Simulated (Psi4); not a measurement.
Reaction (SMILES): C(F)=C + 3 [H][H] (H2) → 2 C (CH4) + F (HF)
B3LYP-D3(BJ)/def2-TZVP geometries, fixed; electronic energies without zero-point terms.
Largest species:
```xyz
6

C      0.0048     0.4339    -0.0020
C      1.1838    -0.1536     0.0049
F     -1.1460    -0.2672    -0.0028
H     -0.1758     1.5010    -0.0077
H      1.2800    -1.2303     0.0104
H      2.0778     0.4520     0.0052
```
Charge 0, spin multiplicity 1.

Effect of the grid (radial, spherical points) at PBE/cc-pVTZ with Psi4, against the last row, where the energy of full hydrogenation is -75.89 kcal/mol. Cost is core time over that of grid: 35, 110, rough, on shared machines of one kind.

| setting | grid points, largest species | largest shift of a total energy (mEh) | shift of the energy of full hydrogenation (kcal/mol) | cost |
|---|---|---|---|---|
| grid: 35, 110 | 22559 | -0.222 | 0.053 | 1× |
| grid: 50, 194 | 56871 | 0.025 | -0.021 | 1× |
| grid: 75, 302 | 130595 | 0.002 | 0.002 | 2× |
| grid: 99, 590 | 335331 | 0.001 | 0.000 | 3× |
| grid: 150, 974 | 834713 | 0.000 | 0.000 | 7× |

Within 0.02 kcal/mol in the energy of full hydrogenation: grid: 75, 302; grid: 99, 590. The largest shift is 0.222 mEh in a total energy and 0.053 kcal/mol in the difference.
